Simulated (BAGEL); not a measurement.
# NSF3 (thiazyl trifluoride): B3LYP/def2-SVPD (density fitting with qzvpp-jkfit)

What is the energy change on altering one bond length of NSF3 (thiazyl trifluoride) at B3LYP/def2-SVPD (density fitting with qzvpp-jkfit)? 

The calculation is run with BAGEL 1.2.2.

5 further runs of the same task are left out: 3 that didn't finish, 2 set aside as unsound or not needed.

## (1) The system as given

The species is NSF3 (5 atoms), meant as a singlet with charge 0. As SMILES, `N#S(F)(F)F`. The shape is that of a GFN2-xTB optimisation.

Bond lengths: N1–S2 1.414 Å, S2–F3 1.622 Å, S2–F4 1.623 Å, S2–F5 1.622 Å. Angles: N1–S2–F3 123.3°, N1–S2–F4 123.2°, N1–S2–F5 123.3°, F3–S2–F4 92.8°, F3–S2–F5 92.8°, F4–S2–F5 92.8°.

## (2) The energy at B3LYP/def2-SVPD (density fitting with qzvpp-jkfit)

input.json

```json
{ "bagel" : [

{
  "title" : "molecule",
  "basis" : "def2-svpd.json",
  "df_basis" : "qzvpp-jkfit",
  "angstrom" : true,
  "geometry" : [
    { "atom" : "N", "xyz" : [      -0.358080,      -0.004690,       1.626160 ] },
    { "atom" : "S", "xyz" : [      -0.053300,      -0.000320,       0.245520 ] },
    { "atom" : "F", "xyz" : [       1.060160,      -0.972240,      -0.423820 ] },
    { "atom" : "F", "xyz" : [      -1.148560,      -0.328830,      -0.906480 ] },
    { "atom" : "F", "xyz" : [       0.499780,       1.306070,      -0.541380 ] }
  ]
},

{
  "title" : "ks",
  "xc_func" : "b3lyp"
},

{
  "title" : "print",
  "file" : "orbitals.molden",
  "orbitals" : true
}

]}
```

The basis set def2-SVPD is read from a file made from the Basis Set Exchange's data (not shown).

Command:

```console
$ BAGEL_NUM_THREADS=1 BAGEL input.json > input.out
```

Standard output:

```text
* using 1 threads per process

  ===============================================================
  ===============================================================

  *** Geometry ***

  { "atom" : "N", "xyz" : [     -0.676673,     -0.008863,      3.072997 ] },
  { "atom" : "S", "xyz" : [     -0.100722,     -0.000605,      0.463966 ] },
  { "atom" : "F", "xyz" : [      2.003412,     -1.837267,     -0.800904 ] },
  { "atom" : "F", "xyz" : [     -2.170464,     -0.621399,     -1.712999 ] },
  { "atom" : "F", "xyz" : [      0.944447,      2.468115,     -1.023060 ] },

  Number of auxiliary basis functions:      436

  Since a DF basis is specified, we compute 2- and 3-index integrals:
    o Being stored without compression. Storage requirement is 0.047 GB

  Number of basis functions:      116
  Number of electrons      :       50

    * METHOD: MOLECULE                             0.16

  *** Kohn-Sham DFT ***

    * Removing 8674 points whose weight is below 1.00e-10
    * Grid points: 65856

  === Nuclear Repulsion ===
   274.9294779459

       - DIIS with orbital gradients will be used.

  === KS iteration (b3lyp / def2-svpd.json) ===
      0       -710.36033834          0.12940029           0.27
      1       -674.85067763          0.15806027           0.26
      2       -719.53132679          0.13035683           0.25
      3       -748.52530665          0.05645083           0.25
      4       -750.87720272          0.04081328           0.26
      5       -751.83721596          0.01405386           0.26
      6       -751.90547255          0.00865985           0.26
      7       -751.93679148          0.00564044           0.26
      8       -751.95511803          0.00179349           0.26
      9       -751.95734175          0.00034918           0.25
     10       -751.95733846          0.00035098           0.26
     11       -751.95742018          0.00002076           0.25
     12       -751.95742042          0.00000886           0.26
     13       -751.95742045          0.00000585           0.26
     14       -751.95742047          0.00000335           0.26
     15       -751.95742047          0.00000146           0.26
     16       -751.95742047          0.00000033           0.26
     17       -751.95742047          0.00000020           0.26
     18       -751.95742047          0.00000002           0.26
     19       -751.95742047          0.00000001           0.25
    * SCF iteration converged.

    * Permanent dipole moment:
           (   -0.095644,    -0.002437,     0.423232) a.u.

    * METHOD: KS                                   5.49

    * METHOD: PRINT                                0.02

  ===============================================================
```

Wall time 6 s (1 thread of AMD EPYC 9R45 (Zen 5), shared host); peak memory 0.38 GiB.

## (3) The distorted shape at the same level

calc.json

```json
{ "bagel": [

{
  "title": "molecule",
  "basis": "def2-svpd.json",
  "df_basis": "qzvpp-jkfit",
  "angstrom": true,
  "geometry": [
    { "atom": "N", "xyz": [   -1.021777,   -1.572361,    2.570442 ] },
    { "atom": "S", "xyz": [   -0.716997,   -1.567991,    1.189802 ] },
    { "atom": "F", "xyz": [    0.396463,   -2.539911,    0.520462 ] },
    { "atom": "F", "xyz": [   -1.812257,   -1.896501,    0.037802 ] },
    { "atom": "F", "xyz": [    0.499780,    1.306070,   -0.541380 ] }
  ]
},
{
  "title": "ks",
  "xc_func": "b3lyp"
},
{
  "title": "print",
  "file": "orbitals.molden",
  "orbitals": true
}

]}
```

The basis set def2-SVPD is read from a file made from the Basis Set Exchange's data (not shown).

Command:

```console
$ BAGEL_NUM_THREADS=1 BAGEL calc.json > calc.out
```

Standard output:

```text
* using 1 threads per process

  ===============================================================
  ===============================================================

  *** Geometry ***

  { "atom" : "N", "xyz" : [     -1.930879,     -2.971332,      4.857431 ] },
  { "atom" : "S", "xyz" : [     -1.354928,     -2.963074,      2.248400 ] },
  { "atom" : "F", "xyz" : [      0.749206,     -4.799736,      0.983531 ] },
  { "atom" : "F", "xyz" : [     -3.424669,     -3.583867,      0.071435 ] },
  { "atom" : "F", "xyz" : [      0.944447,      2.468115,     -1.023060 ] },

  Number of auxiliary basis functions:      436

  Since a DF basis is specified, we compute 2- and 3-index integrals:
    o Being stored without compression. Storage requirement is 0.047 GB

  Number of basis functions:      116
  Number of electrons      :       50

    * METHOD: MOLECULE                             0.19

  *** Kohn-Sham DFT ***

    * Removing 7054 points whose weight is below 1.00e-10
    * Grid points: 67476

  === Nuclear Repulsion ===
   229.2362654875

       - DIIS with orbital gradients will be used.

  === KS iteration (b3lyp / def2-svpd.json) ===
      0       -685.62532570          0.10324283           0.40
      1       -390.06749171          0.21877428           0.30
      2       -606.30037486          0.12084077           0.29
      3       -692.35127088          0.14003877           0.28
      4       -737.05409296          0.10617498           0.29
      5       -748.73123334          0.05297330           0.28
      6       -750.65712602          0.04013420           0.29
      7       -749.74644880          0.04711615           0.29
      8       -736.78178764          0.05998541           0.28
      9       -750.48455444          0.03348298           0.28
     10       -750.94044057          0.02684827           0.29
     11       -751.29702027          0.01941520           0.27
     12       -751.54958429          0.01570967           0.28
     13       -751.57929125          0.01266431           0.28
     14       -751.08401170          0.01975733           0.27
     15       -751.75372971          0.00790789           0.27
     16       -751.33715404          0.01848475           0.27
     17       -751.49865184          0.01656481           0.27
     18       -751.37726255          0.01825075           0.26
     19       -751.34452197          0.01929390           0.26
     20       -751.79021240          0.00357726           0.27
     21       -751.74463444          0.00704086           0.27
     22       -751.73574638          0.00829177           0.29
     23       -751.70509422          0.01005476           0.27
     24       -751.76385136          0.00620769           0.27
     25       -751.77932675          0.00463350           0.27
     26       -751.79066851          0.00294400           0.27
     27       -751.79842979          0.00066011           0.28
     28       -751.79862944          0.00041486           0.32
     29       -751.79879743          0.00005865           0.27
     30       -751.79880323          0.00003998           0.26
     31       -751.79880597          0.00001597           0.27
     32       -751.79880814          0.00001367           0.27
     33       -751.79881110          0.00001486           0.33
     34       -751.79881519          0.00001669           0.27
     35       -751.79881530          0.00000665           0.27
     36       -751.79881544          0.00001025           0.27
     37       -751.79881552          0.00000292           0.27
     38       -751.79881552          0.00000158           0.28
     39       -751.79881552          0.00000102           0.27
     40       -751.79881553          0.00000052           0.27
     41       -751.79881554          0.00000120           0.28
     42       -751.79881554          0.00000115           0.34
     43       -751.79881554          0.00000039           0.27
     44       -751.79881554          0.00000057           0.26
     45       -751.79881554          0.00000027           0.27
     46       -751.79881554          0.00000015           0.26
     47       -751.79881554          0.00000011           0.27
     48       -751.79881554          0.00000011           0.27
     49       -751.79881554          0.00000007           0.27
     50       -751.79881554          0.00000008           0.27
     51       -751.79881554          0.00000005           0.26
     52       -751.79881554          0.00000011           0.27
     53       -751.79881554          0.00000007           0.27
     54       -751.79881554          0.00000003           0.27
     55       -751.79881554          0.00000002           0.29
     56       -751.79881554          0.00000001           0.26
    * SCF iteration converged.

    * Permanent dipole moment:
           (    0.696939,     1.774904,    -0.828357) a.u.

    * METHOD: KS                                  16.23

    * METHOD: PRINT                                0.02

  ===============================================================
```

It took 17 s on 1 thread of AMD EPYC 9R45 (Zen 5), shared host; peak memory 0.39 GiB.

## (4) Outcome

At B3LYP/def2-SVPD (density fitting with qzvpp-jkfit):

| quantity | value |
| --- | --- |
| first shape: total energy | -751.95742 Eh |
| first shape: dipole moment | 1.10 D |
| first shape: HOMO energy | -10.09 eV |
| first shape: LUMO energy | -3.22 eV |
| first shape: HOMO–LUMO gap | 6.86 eV |
| distorted shape: total energy | -751.79882 Eh |
| distorted shape: dipole moment | 5.28 D |
| distorted shape: HOMO energy | -9.30 eV |
| distorted shape: LUMO energy | -8.13 eV |
| distorted shape: HOMO–LUMO gap | 1.17 eV |
| energy change with the S2–F5 bond stretched from 1.622 to 3.569 Å | 4.316 eV |

One bond (distorted shape) is far stretched, which a spin-restricted single reference describes badly; a broken-symmetry solution may lie lower. With the S2–F5 bond stretched from 1.622 to 3.569 Å the energy rises by 4.32 eV (100 kcal/mol). The first shape isn't relaxed at this level, so the change isn't measured from a minimum. A restricted reference can't describe the breaking bond well at this length.
